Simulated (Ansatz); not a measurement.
```yaml
crystal:
  periodic: [false, false, false]
  atoms:
    - {symbol: C, position_ang: [-0.579132, 2.180370, -0.843392]}
    - {symbol: C, position_ang: [-0.672289, 0.993137, -0.276860]}
    - {symbol: C, position_ang: [0.149229, -0.157752, 0.099009]}
    - {symbol: C, position_ang: [-0.273136, -1.372514, 0.406022]}
    - {symbol: C, position_ang: [1.061337, -0.990211, 0.321042]}
    - {symbol: H, position_ang: [-0.715444, 3.147218, -0.211982]}
    - {symbol: H, position_ang: [-0.604752, 2.495728, -1.840721]}
    - {symbol: H, position_ang: [-0.531256, -2.119702, -0.269501]}
    - {symbol: H, position_ang: [-0.850780, -1.627067, 1.457230]}
    - {symbol: H, position_ang: [1.397400, -0.839932, 1.432248]}
    - {symbol: H, position_ang: [1.703705, -1.348793, -0.292683]}
basis:
  gaussian: {orbitals: STO-3G}
total_charge: -2
hamiltonian: {xc: {name: HF}}
correlation: {method: mp2}
scf: {lower_state_search: full}
output: {forces: true}
```

```sh
$ ansatz run in.yaml --threads 2 --pin off --events-out ev --progress --plain --max-ram 4352MiB
```

Output, abridged:

```
Functional definition: HF
434 factors; integrals over basis functions are off by at most 4.3e-5 eV
mean field evaluation 1: about -5147.0024 eV, gradient 4.1e1 eV
mean field evaluation 2: about -5147.2802 eV, gradient 4.1e1 eV
mean field evaluation 4: about -5154.0001 eV, gradient 4.6e0 eV
mean field evaluation 8: about -5154.3953 eV, gradient 6.6e-1 eV
mean field evaluation 16: about -5154.4341 eV, gradient 2.2e-6 eV
mean field -5154.43412391 eV, -189.4219602529 hartree, gradient 2.2e-6 eV, S^2 0.000000; 2 other end points of the search recorded, 0 dependent functions left out; unrestricted orbitals would lower it
5 core orbitals not correlated: weight in the atoms' cores, before any rotation towards them, 1.000 or more for the frozen orbitals, at most 0.000 for the correlated occupied ones
reference -5154.43412391 eV, -189.4219602529 hartree; 14, 14 occupied and 12, 12 virtual orbitals, 434 factors
second order -6.50123075 eV of doubles, -0.00000000 eV of singles
Total energy: -5160.93535467 eV, -189.6608760765 hartree
Atom 0 at    -0.579132     2.180370    -0.843392 Å, force    -1.254009    -2.975757     3.516979 eV/Å
Atom 1 at    -0.672289     0.993137    -0.276860 Å, force     2.668888     4.927853     1.966125 eV/Å
Atom 2 at     0.149229    -0.157752     0.099009 Å, force   -11.658322    10.523816    -7.260284 eV/Å
Atom 3 at    -0.273136    -1.372514     0.406022 Å, force    -5.776015    -4.220342     5.233969 eV/Å
Atom 4 at     1.061337    -0.990211     0.321042 Å, force     6.167918    -0.332596     8.893868 eV/Å
Atom 5 at    -0.715444     3.147218    -0.211982 Å, force    -2.028227     0.714404    -0.615436 eV/Å
Atom 6 at    -0.604752     2.495728    -1.840721 Å, force     1.871489     1.703275    -4.077939 eV/Å
Atom 7 at    -0.531256    -2.119702    -0.269501 Å, force    -1.930034    -3.172139    -2.390382 eV/Å
Atom 8 at    -0.850780    -1.627067     1.457230 Å, force     0.671930    -0.872232    -0.642506 eV/Å
Atom 9 at     1.397400    -0.839932     1.432248 Å, force     3.664399    -1.925538     0.342832 eV/Å
Atom 10 at     1.703705    -1.348793    -0.292683 Å, force     7.601983    -4.370743    -4.967226 eV/Å
Dipole moment:     0.317179    -0.707081    -0.232634 e Å
```

Task: What is wrong with this run?

Result: The charge is far from anything that the molecule holds. Self-consistency was reached. The result belongs to that input, not to the molecule as meant.
